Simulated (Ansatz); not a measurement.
Z-matrix (Å, degrees):
```
B
O 1 1.360
O 1 1.376 2 118.3
O 1 1.367 2 116.5 3 180.0
H 2 0.959 1 111.6 3 0.0
H 3 0.957 1 115.8 2 -180.0
H 4 0.957 1 115.3 2 180.0
```

Total charge 0; spin multiplicity 1.

(1) List the B3LYP/def2-TZVPP orbital energies in eV (the Gaussian-basis code of Ansatz). (Estimate.)

Results:

(1) The calculation gave: Occupied: -520.98, -520.83, -520.56, -185.26, -28.83, -27.69, -27.55, -16.22, -15.49, -13.62, -11.89, -11.39, -10.22, -9.70, -9.19, -8.91. Lowest empty: -0.28, 1.32, 1.77, 2.15, 2.79, 3.72, 4.05, 5.45.

B3LYP here is the variant with VWN-RPA as its local correlation; programs differ in this.
